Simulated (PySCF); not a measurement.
# How methods differ on the ionisation energy of P

P [Ne] 3s2 3p3 (4S) → P⁺ [Ne] 3s2 3p2 (3P), as a difference of total energies. Calculation: PySCF 2.14, in an even-tempered Gaussian basis (22 s from 0.01 bohr⁻², ratio 2.5; 15 p from 0.013 bohr⁻², ratio 2.5; 6 d from 0.46 bohr⁻², ratio 2.7; 5 f from 0.69 bohr⁻², ratio 2.7); scalar relativity by spin-free X2C-1e. Correlated levels: outer shells: 1s2 frozen; virtual orbitals above 40 to 60 times the deepest correlated orbital energy dropped. The calculations carry no spin-orbit coupling.

```tsv
method	ionisation energy (eV)	plus first-order spin-orbit estimate	error of that sum (eV)
UHF	9.909	9.874	-0.613
LDA	10.566	10.531	+0.044
PBE	10.478	10.444	-0.043
PBE0	10.519	10.484	-0.003
r2SCAN	10.621	10.587	+0.100
r2SCANh	10.614	10.580	+0.093
r2SCAN0	10.603	10.569	+0.082
MP2 (outer shells)	10.329	10.295	-0.192
SCS-MP2 (outer shells)	10.187	10.153	-0.334
```

Reference: 10.487 eV (measured; NIST Atomic Spectra Database, ionization energies).

A first-order spin-orbit estimate (lowest level to lowest level, LS coupling) adds -0.035 eV.
